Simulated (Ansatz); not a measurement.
Basis-set extrapolation for `CC[SiH3]` (PBE0-D4/def2-TZVP geometry, frozen core, Ansatz). Multiplicity 1, RHF reference.

```json
{"": "HF", "def2-TZVPP": "-369.365569", "def2-QZVPP": "-369.378675"}
{"": "MP2 correlation", "def2-TZVPP": "-0.492031", "def2-QZVPP": "-0.523505"}
{"": "CCSD(T) correlation", "def2-TZVPP": "-0.560412", "def2-QZVPP": "not run"}
```

Energies in hartree. Use E(X) = E(∞) + A·exp(−7.88·√X) for Hartree–Fock and E(X) = E(∞) + B·X^(−2.97) for correlation, with X = 3 and 4, and add CCSD(T) minus MP2 of the smaller set to the MP2 limit.

**Question.** What is the CCSD(T) energy at the basis-set limit?

**Answer.** HF limit: -369.378675 + (-0.013106) × 0.13774 = -369.38048. MP2 limit: -0.523505 + (-0.031474) × 0.74074 = -0.54682. Higher-order term: -0.560412 − (-0.492031) = -0.06838. Total: -369.99568 hartree, 183.0 kJ/mol below CCSD(T)/def2-TZVPP.
